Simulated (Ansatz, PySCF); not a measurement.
This PySCF input computes a SVWN5/def2-TZVPD energy:

```python
from pyscf import gto, scf, dft

mol = gto.M(
    atom='''
    C     0.12308422    0.72061912   -0.00429280
    N    -0.08838777   -0.65459201    0.00350807
    H    -0.49686671   -1.03048228    0.84594274
    H    -0.52475103   -1.03565837   -0.82245818
    H     0.46644963    1.16516893    0.91843734
    H     0.43537713    1.15940103   -0.94072157
    ''',
    basis='def2-tzvpd',
    charge=0,
    spin=1,
    verbose=4,
)

mf = dft.UKS(mol, xc='svwn').density_fit(auxbasis='def2-universal-jkfit')
mf.grids.level = 3
mf.conv_tol = 1e-9
mf.max_cycle = 100
mf.max_memory = 1500
mf.kernel()
if not mf.converged:
    mf = mf.newton()
    mf.kernel(mf.make_rdm1())
for _ in range(2):
    mo, _, stable, _ = mf.stability(return_status=True)
    if stable:
        break
    mf.kernel(mf.make_rdm1(mo, mf.mo_occ))
mf.analyze()
```

**Question.** Write an input for the same energy in Ansatz (a first-principles code) and say what it gives.

**Answer.** 
Ansatz 0.2 input:
```yaml
crystal:
  periodic: [false, false, false]
  atoms:
    - {symbol: C, position_ang: [0.12308422, 0.72061912, -0.00429280]}
    - {symbol: N, position_ang: [-0.08838777, -0.65459201, 0.00350807]}
    - {symbol: H, position_ang: [-0.49686671, -1.03048228, 0.84594274]}
    - {symbol: H, position_ang: [-0.52475103, -1.03565837, -0.82245818]}
    - {symbol: H, position_ang: [0.46644963, 1.16516893, 0.91843734]}
    - {symbol: H, position_ang: [0.43537713, 1.15940103, -0.94072157]}
basis:
  gaussian:
    orbitals: def2-TZVPD
hamiltonian:
  xc: {name: SVWN5}
magnetization: {spin_polarized: true, initial_magnetization: 1}
output: {forces: true}
```
It gives -94.39856 Eh, and PySCF -94.39862 Eh, a difference of 0.06 mEh, from the treatment of integrals and grids.

It need not be the lowest isomer of its formula.
